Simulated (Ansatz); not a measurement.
in.yaml

```yaml
crystal:
  periodic: [false, false, false]
  atoms:
    - {symbol: V, position_ang: [0.000000, 0.000000, 4.848000]}
    - {symbol: O, position_ang: [0.000000, 0.000000, -1.241000]}
    - {symbol: H, position_ang: [0.000000, 0.780254, -1.803501]}
    - {symbol: H, position_ang: [0.000000, -0.780254, -1.803501]}
basis:
  gaussian: {orbitals: def2-SVP}
magnetization: {spin_polarized: false, initial_magnetization: 5}
correlation: {method: fic_mrcisd_q, electrons: outside_noble_gas, active_space: {window: {electrons: 7, orbitals: 7}}}
```

```sh
$ ansatz run in.yaml --threads 1 --pin off --events-out ev --progress --plain --max-ram 2393MiB
```

Log:

```
586 factors; integrals over basis functions are off by at most 7.8e-4 eV
mean field evaluation 1: about -27717.9523 eV, gradient 3.2e1 eV
mean field evaluation 2: about -27717.9646 eV, gradient 3.2e1 eV
mean field evaluation 4: about -27719.9293 eV, gradient 1.9e0 eV
mean field evaluation 8: about -27719.9363 eV, gradient 6.3e-1 eV
mean field evaluation 16: about -27719.9487 eV, gradient 7.4e-1 eV
mean field evaluation 32: about -27719.9494 eV, gradient 7.3e-3 eV
mean field evaluation 64: about -27719.9537 eV, gradient 9.2e-4 eV
mean field evaluation 96: about -27719.9522 eV, gradient 7.4e-1 eV
mean field evaluation 128: about -27719.9535 eV, gradient 7.4e-3 eV
mean field evaluation 160: about -27719.9536 eV, gradient 2.7e-2 eV
mean field evaluation 192: about -27719.9457 eV, gradient 7.1e-1 eV
mean field evaluation 224: about -27719.9484 eV, gradient 7.4e-1 eV
mean field evaluation 256: about -27719.9534 eV, gradient 5.2e-3 eV
mean field evaluation 288: about -27719.9370 eV, gradient 9.4e-1 eV
mean field evaluation 320: about -27719.9536 eV, gradient 1.9e-2 eV
mean field evaluation 352: about -27719.9537 eV, gradient 1.9e-3 eV
mean field evaluation 384: about -27719.9535 eV, gradient 1.0e-1 eV
mean field evaluation 416: about -27718.6629 eV, gradient 3.0e0 eV
mean field evaluation 448: about -27719.9208 eV, gradient 1.2e0 eV
mean field evaluation 480: about -27719.9493 eV, gradient 1.6e-4 eV
mean field -27719.95367607 eV, -1018.6895083361 hartree, gradient 4.3e-6 eV, S^2 8.750000; 28 other end points of the search recorded, 0 dependent functions left out
reference -27719.95367607 eV, -1018.6895083361 hartree; 19, 14 occupied and 36, 41 virtual orbitals, 586 factors
state -27720.52008104 eV, -1018.7103233348 hartree
contracted CI cycle   1: correlation 0.00000000 eV, 0.0000000000 hartree, residual 2.69e1 eV
contracted CI cycle   2: correlation -5.81196921 eV, -0.2135859288 hartree, residual 4.81e0 eV
contracted CI cycle   3: correlation -6.03889344 eV, -0.2219252405 hartree, residual 1.13e0 eV
contracted CI cycle   4: correlation -6.05234179 eV, -0.2224194585 hartree, residual 2.72e-1 eV
contracted CI cycle   5: correlation -6.05331637 eV, -0.2224552737 hartree, residual 1.01e-1 eV
contracted CI cycle   6: correlation -6.05346928 eV, -0.2224608930 hartree, residual 4.11e-2 eV
contracted CI cycle   7: correlation -6.05349022 eV, -0.2224616622 hartree, residual 1.29e-2 eV
contracted CI cycle   8: correlation -6.05349218 eV, -0.2224617343 hartree, residual 4.13e-3 eV
contracted CI cycle   9: correlation -6.05349240 eV, -0.2224617423 hartree, residual 1.38e-3 eV
state -27720.52008104 eV, -1018.7103233348 hartree; corrected -27726.93999522 eV, -1018.9462508295 hartree
Total energy: -27726.93999522 eV, -1018.9462508295 hartree
```

Natural occupations: 1.9801 1.0000 1.0000 1.0000 1.0000 1.0000 0.0199.

Ran on 1 thread of Arm Neoverse V2, shared host: 25 s wall, 0.16 GiB peak host memory.
